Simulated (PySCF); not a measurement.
Geometries of 3 isomers of C5H7N, from PBE0-D3(BJ)/def2-SVP geometry optimisation, gas phase in PySCF. One conformer each, no zero-point energy, no frequencies.

Question: Which isomer lies lowest at this level?
A.
```xyz
13
angstrom
C     -1.731   -0.669    0.290
C     -0.989    0.615    0.448
C      0.249    0.911    0.037
C      1.178   -0.006   -0.711
C      2.445   -0.209   -0.012
N      3.445   -0.356    0.551
H     -1.142   -1.458   -0.196
H     -2.056   -1.049    1.272
H     -2.648   -0.518   -0.305
H     -1.532    1.411    0.971
H      0.648    1.907    0.250
H      1.411    0.413   -1.706
H      0.723   -0.993   -0.888
```
B.
```xyz
13
angstrom
C     -2.451   -0.896   -0.046
C     -1.140   -0.618   -0.114
C     -0.563    0.620    0.374
C      0.739    0.984    0.346
C      1.840    0.193   -0.187
N      3.033    0.647   -0.163
H     -2.857   -1.838   -0.422
H     -3.159   -0.184    0.389
H     -0.468   -1.360   -0.558
H     -1.276    1.330    0.809
H      1.037    1.956    0.750
H      1.587   -0.799   -0.604
H      3.677   -0.034   -0.576
```
C.
```xyz
13
angstrom
C      3.416   -0.017    0.266
C      2.255   -0.309    0.064
C      0.902   -0.679   -0.172
C     -0.116    0.193   -0.280
C     -1.547   -0.200   -0.486
N     -2.440    0.183    0.595
H      4.441    0.248    0.445
H      0.698   -1.753   -0.272
H      0.094    1.265   -0.175
H     -1.610   -1.291   -0.634
H     -1.925    0.256   -1.418
H     -2.467    1.196    0.695
H     -2.084   -0.178    1.480
```

Answer: A. That is `C/C=C\CC#N`, 12.6 kcal/mol below the next.

| SMILES | atoms numbered as above | E (Eh) | relative (kcal/mol) | relative (kJ/mol) | dipole (D) |
| --- | --- | --- | --- | --- | --- |
| C/C=C\CC#N | [CH3:1]/[CH:2]=[CH:3]\[CH2:4][C:5]#[N:6] | -248.98110 | 0.0 | 0.0 | 4.22 |
| [H]/N=C/C=C\C=C | [H]/[N:6]=[CH:5]/[CH:4]=[CH:3]\[CH:2]=[CH2:1] | -248.96106 | 12.6 | 52.6 | 2.26 |
| C#C/C=C/CN | [CH:1]#[C:2]/[CH:3]=[CH:4]/[CH2:5][NH2:6] | -248.92099 | 37.7 | 157.8 | 0.77 |

As drawn, the lowest has a C≡N group, which the highest lacks; the highest has a C≡C bond and an N–H bond, which the lowest lacks.
